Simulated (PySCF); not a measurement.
# NClO (SMILES O=NCl): PBE0/STO-6G

Aim: the vertical singlet–triplet gap of NClO at PBE0/STO-6G, from 2 runs. 

The calculation is run with PySCF 2.14.0.

19 further runs of the same task are left out: 9 that didn't finish, 10 set aside as unsound or not needed.

### Step 1. Starting point

The species is NClO (3 atoms), meant as a singlet with charge 0. SMILES: `O=NCl`. The shape is that of a PBE0-D4/def2-TZVP optimisation.

Bond lengths: O1–N2 1.127 Å, N2–Cl3 1.944 Å. Angles: O1–N2–Cl3 113.9°.

### Step 2. A single-point energy at PBE0/STO-6G

File input.py:

```python
from pyscf import gto, dft

system = gto.Mole()
system.atom = '''
O      1.000080    -0.338330     0.513880
N      0.052050    -0.599550    -0.035840
Cl    -1.052130     0.937900    -0.478040
'''
system.max_memory = 1860
system.basis = 'sto-6g'
system.spin = 0
system.verbose = 4
system.build()

calc0 = dft.RKS(system, xc='pbe0')
calc0.conv_tol = 1e-10
calc0.grids.level = 5
calc0.kernel()
if not calc0.converged:
    calc0 = calc0.newton().run(calc0.mo_coeff, calc0.mo_occ)

e_tot = calc0.e_tot
print('E = %.10f Eh' % e_tot)
```

Launch:

```console
$ OMP_NUM_THREADS=1 python input.py
```

Log:

```text
PySCF version 2.14.0

[INPUT] num. atoms = 3
[INPUT] num. electrons = 32
[INPUT] charge = 0
[INPUT] spin (= nelec alpha-beta = 2S) = 0
[INPUT] symmetry False subgroup None
[INPUT] Mole.unit = angstrom
[INPUT] Symbol           X                Y                Z      unit          X                Y                Z       unit  Magmom
[INPUT]  1 O      1.000080000000  -0.338330000000   0.513880000000 AA    1.889877302655  -0.639351039724   0.971092460891 Bohr   0.0
[INPUT]  2 N      0.052050000000  -0.599550000000  -0.035840000000 AA    0.098360244784  -1.132985297983  -0.067727784304 Bohr   0.0
[INPUT]  3 Cl    -1.052130000000   0.937900000000  -0.478040000000 AA   -1.988237547439   1.772374132230  -0.903364676587 Bohr   0.0

nuclear repulsion = 86.2494625031143
number of shells = 11
number of NR pGTOs = 114
number of NR cGTOs = 19
basis = sto-6g
ecp = {}

******** <class 'pyscf.dft.rks.RKS'> ********
method = RKS
initial guess = minao
damping factor = 0
level_shift factor = 0
DIIS = <class 'pyscf.scf.diis.CDIIS'>
diis_start_cycle = 1
diis_space = 8
diis_damp = 0
SCF conv_tol = 1e-10
SCF conv_tol_grad = None
SCF max_cycles = 50
direct_scf = True
direct_scf_tol = 1e-13
XC library pyscf.dft.libxc version 7.0.0
    S. Lehtola, C. Steigemann, M. J.T. Oliveira, and M. A.L. Marques.,  SoftwareX 7, 1–5 (2018)
XC functionals = pbe0
radial grids:
    Treutler-Ahlrichs [JCP 102, 346 (1995); DOI:10.1063/1.469408] (M4) radial grids

becke partition: Becke, JCP 88, 2547 (1988); DOI:10.1063/1.454033
pruning grids: <function nwchem_prune>
grids dens level: 5
symmetrized grids: False
atomic radii adjust function: <function treutler_atomic_radii_adjust>
small_rho_cutoff = 0
Set gradient conv threshold to 1e-05
Initial guess from minao.
tot grids = 128144
init E= -587.931761267692
  HOMO = -0.293863648226958  LUMO = -0.0746205727182123  gap/eV = 5.96591
cycle= 1 E= -587.592818385803  delta_E= 0.339  |g|= 0.488  |ddm|= 2.71
  HOMO = -0.138959334629156  LUMO = -0.12436102039766  gap/eV = 0.39724
cycle= 2 E= -585.828212641374  delta_E= 1.76  |g|=  1.8  |ddm|= 3.78
  HOMO = -0.227408202825257  LUMO = -0.0522326603033527  gap/eV = 4.76677
cycle= 3 E= -587.580097854468  delta_E= -1.75  |g|= 0.753  |ddm|= 3.46
  HOMO = -0.226398857106965  LUMO = -0.0775436250516379  gap/eV = 4.05056
cycle= 4 E= -587.72309487194  delta_E= -0.143  |g|= 0.051  |ddm|= 0.878
  HOMO = -0.23719080132856  LUMO = -0.0605754003838782  gap/eV = 4.80595
cycle= 5 E= -587.724473397275  delta_E= -0.00138  |g|= 0.0103  |ddm|= 0.101
  HOMO = -0.237474350881172  LUMO = -0.0595911259188444  gap/eV = 4.84045
cycle= 6 E= -587.724544300227  delta_E= -7.09e-05  |g|= 0.00223  |ddm|= 0.0255
  HOMO = -0.237478131439657  LUMO = -0.0594171880658797  gap/eV = 4.84529
cycle= 7 E= -587.724547965556  delta_E= -3.67e-06  |g|= 0.000156  |ddm|= 0.00759
  HOMO = -0.237471669628865  LUMO = -0.0594276223569951  gap/eV = 4.84483
cycle= 8 E= -587.724547979368  delta_E= -1.38e-08  |g|= 9.86e-06  |ddm|= 0.00038
  HOMO = -0.237471376619349  LUMO = -0.0594289004597637  gap/eV = 4.84478
cycle= 9 E= -587.72454797958  delta_E= -2.11e-10  |g|= 4.42e-06  |ddm|= 9.23e-05
  HOMO = -0.237471257580258  LUMO = -0.0594292954675006  gap/eV = 4.84477
cycle= 10 E= -587.724547979592  delta_E= -1.18e-11  |g|= 3.12e-07  |ddm|= 1.01e-05
  HOMO = -0.23747123852  LUMO = -0.0594294289263821  gap/eV = 4.84476
Extra cycle  E= -587.724547979591  delta_E= 2.27e-13  |g|= 7.41e-07  |ddm|= 2.23e-06
converged SCF energy = -587.724547979591
E = -587.7245479796 Eh
```

Run time: 2.8 s. Hardware: 1 thread of Arm Neoverse V1, shared host; peak memory 0.19 GiB.

### Step 3. The triplet, same level

File job.py:

```python
from pyscf import gto, dft

mol = gto.Mole()
mol.atom = '''
O      1.889877    -0.639351     0.971092
N      0.098360    -1.132985    -0.067728
Cl    -1.988238     1.772374    -0.903365
'''
mol.spin = 2
mol.max_memory = 1860
mol.unit = 'bohr'
mol.verbose = 3
mol.basis = 'sto-6g'
mol.build()

mf = dft.UKS(mol, xc='pbe0')
mf.grids.level = 5
mf.conv_tol = 1e-10
mf.kernel()
if not mf.converged:
    mf = mf.newton().run(mf.mo_coeff, mf.mo_occ)

e_tot = mf.e_tot
print('Final energy', e_tot)
```

Launch:

```console
$ OMP_NUM_THREADS=1 python job.py
```

Log:

```text
WARN: HOMO -0.0746205356478287 >= LUMO -0.293863617709061

converged SCF energy = -587.650885955186  <S^2> = 2.0083114  2S+1 = 3.0055359
Final energy -587.650885955186
```

Wall time 5.1 s (1 thread of Arm Neoverse V1, shared host); peak memory 0.2 GiB.

### Step 4. Summary of results

Level: PBE0/STO-6G.

| quantity | value |
| --- | --- |
| singlet: total energy | -587.72455 Eh |
| singlet: dipole moment | 2.20 D |
| singlet: HOMO energy | -6.46 eV |
| singlet: LUMO energy | -1.62 eV |
| singlet: HOMO–LUMO gap | 4.84 eV |
| triplet: total energy | -587.65089 Eh |
| triplet: dipole moment | 0.78 D |
| triplet: HOMO energy (highest over α and β) | -4.27 eV |
| triplet: LUMO energy (lowest over α and β) | -3.50 eV |
| triplet: ⟨S²⟩ | 2.008 |
| vertical energy of the triplet above the singlet | 2.004 eV |

What this shows: At this shape the triplet lies 2.00 eV (193 kJ/mol) above the singlet. In a minimal basis such a difference can be off by several eV, whatever the method.
